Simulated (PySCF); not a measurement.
# Electronic absorption of C5H12O

Species: C5H12O.
Geometry (GFN2-xTB, Å), atoms numbered from 1 in this order:
```xyz
18
C5H12O angstrom
C      2.7155    0.5560    0.1230
O      1.3984    0.4636    0.5907
C      0.5637   -0.2875   -0.2619
C     -0.8507   -0.3167    0.3182
C     -1.4347    1.0926    0.3508
C     -1.7353   -1.2619   -0.4895
H      2.7549    1.0284   -0.8675
H      3.1855   -0.4342    0.0557
H      3.2611    1.1683    0.8383
H      0.5510    0.1626   -1.2681
H      0.9563   -1.3132   -0.3574
H     -0.7714   -0.6847    1.3457
H     -1.5448    1.4824   -0.6592
H     -0.7726    1.7500    0.9070
H     -2.4111    1.0890    0.8289
H     -1.3280   -2.2705   -0.4877
H     -2.7353   -1.2946   -0.0646
H     -1.8113   -0.9231   -1.5208
```

Computed, not measured: TDDFT PBE0/def2-SVPD, vertical, gas phase, core orbitals frozen in the response (PySCF).

Question: What does the calculation give for the low-lying excited states?

Answer: 

| state | E (eV) | ν̃ (cm⁻¹) | f | main configurations (H = HOMO, L = LUMO) |
| --- | --- | --- | --- | --- |
| S1 | 6.98 | 56310 | 0.029 | H→L (88%), H→L+1 (9%) |
| S2 | 7.57 | 61050 | 0.0017 | H→L+1 (87%), H→L (9%) |
| S3 | 7.90 | 63750 | 0.023 | H→L+2 (71%), H→L+3 (12%), H→L+4 (9%) |
| S4 | 8.03 | 64800 | 0.017 | H→L+3 (83%) |
| S5 | 8.13 | 65560 | 0.0032 | H→L+4 (76%), H→L+2 (15%) |
| S6 | 8.55 | 68970 | 0.040 | H-1→L (94%) |
| S7 | 8.83 | 71240 | 0.011 | H→L+5 (83%), H→L+8 (8%) |
| S8 | 8.88 | 71610 | 0.0060 | H-2→L (48%), H-1→L+1 (39%) |

Triplets (Tamm–Dancoff): T1 6.81 eV, H→L (82%), H→L+1 (12%); T2 7.47 eV, H→L+1 (74%), H→L (13%); T3 7.62 eV, H→L+4 (40%), H→L+2 (34%), H→L+5 (9%).

The lowest singlet lies at 6.98 eV (178 nm, vacuum ultraviolet) and is weak; its leading configuration is HOMO→LUMO (88%). The strongest level in the table is S6 at 8.55 eV (145 nm, f = 0.040). Löwdin shares by element: HOMO oxygen 59%, carbon 20% or more, hydrogen 5% or more (atoms not listed hold the other 16%); LUMO carbon 45% or more (atoms not listed hold the other 55%). Weighted by f, the mean energy of these states is 8.04 eV. The oscillator strengths of these states sum to 0.132; summed over the whole spectrum of an exact calculation they would give the number of electrons, 50 (Thomas–Reiche–Kuhn). The listed states span 1.90 eV, and the widest gap between neighbours is 0.59 eV (S1 to S2). Singlets were solved by full linear response, triplets in the Tamm–Dancoff approximation.

The run took 28 s of wall time on x86-64 server, one thread, on a shared host.

One conformer stands for the species.
